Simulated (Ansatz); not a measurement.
Start from Mo in the bcc (W type) structure (space group Im-3m, No. 229).

Mo has the cubic space group Im-3m (No. 229), the bcc (W type) structure, Pearson symbol cI2. Conventional cell: a = 3.130 Å, b = 3.130 Å, c = 3.130 Å, α = 90.00°, β = 90.00°, γ = 90.00°. Mo on 2a has 8 Mo at 2.710 Å and 6 Mo at 3.130 Å. (Neighbours: up to the widest gap in distance over summed covalent radii, below 1.35, at either atom.)
(The calculation used a cell of 1 atom; values per cell refer to that cell.)

Method: Ansatz (an electronic-structure program) PBEsol, no spin-orbit coupling.

It is then changed as follows: Cr takes the place of Mo on all its sites; the structure is relaxed again.

Measured lattice parameter a: Mo 3.141 Å (static lattice; corrected from measurement; as listed in Daniel Mejia-Rodriguez, S. B. Trickey, Phys. Rev. B (2018)); Cr 2.877 Å (static lattice; corrected from measurement; as listed in H. Levämäki et al., Physical Review B (2014)).

Q: How well does PBEsol reproduce the measured shift?

A: With PBEsol the lattice parameter a moves by -0.315 Å (3.130 → 2.814) against -0.264 Å measured.

Whether these cells are dynamically stable was not tested. Starting moments died away, wholly or in part, for Mo → Cr; another magnetic solution may exist. The final runs are not spin-polarised. Real Cr is antiferromagnetic at low temperature and ambient pressure, an order that this cell doesn't hold.
